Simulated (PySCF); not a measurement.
Species: ClH2Si (doublet state).
Bonds: Si1–Cl2. Hydrogens: H3, H4 on Si1.

Identity: `[SiH2]Cl` [radical].

Theory: UKS B3LYP, pcH-1 on Cl H Si, non-relativistic, mean-field spin-orbit, GIAO in PySCF 2.14.0. Isolated species at its GFN2-xTB geometry, gas phase. A GFN2-xTB geometry isn't a minimum of the functional, and hyperfine couplings can be far from their values at a DFT geometry, by a factor of two or more for some ions and for spin on atoms past the first row.

Problem. Predict the first-order ENDOR lines of H3/H4, Si1 and Cl2 under fast tumbling at B = 3352.8 mT (W band).

Solution. For S = 1/2 in fast tumbling each set of equivalent nuclei gives two lines, ν± = |νn ± a/2| to first order, with νn = g_N μN B/h and μN/h = 7.62259 MHz/T.

```csv
nuclei,isotope,g_N,νn (MHz),a_iso (MHz),lower line (MHz),upper line (MHz)
H3/H4,1H,5.5857,142.75,65.57,109.97,175.54
Si1,29Si,-1.1106,28.38,-559.44,251.34,308.10
Cl2,35Cl,0.5479,14.00,16.29,5.86,22.15
```

The rows for 29Si, of low natural abundance, apply to labelled samples.

Problem. Which pairs are centred on the nuclear Larmor frequency, and which on half the coupling?

Solution. Centred on νn, since |a| < 2νn: H3/H4 and Cl2. Centred on |a|/2 and split by 2νn: Si1.

Problem. At what field would the lower line of Cl2 fall to zero frequency?

Solution. Where νn = |a|/2, that is B = 8.14 MHz/(0.5479 × 7.62259 MHz/T) = 1950 mT, as far as first order holds there.

Main isotope only: 35Cl (natural samples also hold 24 % 37Cl, magnetic too, which adds its own pattern).
